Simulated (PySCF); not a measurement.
Working out the ionisation energy of Cl

Cl [Ne] 3s2 3p5 (2P) → Cl⁺ [Ne] 3s2 3p4 (3P). All numbers are calculated (PySCF 2.14, no relativity, point nucleus, in aug-cc-pV(T+d)Z with one added diffuse shell each of s, p, d, f type (7s6p5d3f, 71 functions)). Frozen: [Ne]. Energies in hartree (1 hartree = 27.21139 eV):

```tsv
part	Cl (lower)	Cl⁺ (upper)
UHF	-459.486133	-459.053479
MP2 opposite-spin	-0.124925	-0.096800
MP2 same-spin	-0.037276	-0.028804
```

Task: What does Hartree-Fock give?

Result: (-459.053479) − (-459.486133) = 0.432654 hartree = 11.773 eV.

Task: What do MP2 and SCS-MP2 (6/5 opposite-spin, 1/3 same-spin) give?

Result: The opposite-spin parts differ by 0.765 eV and the same-spin parts by 0.231 eV. MP2: 11.773 + (0.765) + (0.231) = 12.769 eV. SCS-MP2: 11.773 + 1.2 × (0.765) + (0.231)/3 = 12.768 eV.

Measured between the centres of the two terms (NIST): 12.974 eV, so MP2 (valence) is off by -0.205 eV.

What remains against the reference includes basis incompleteness, the frozen core and correlation beyond second order.
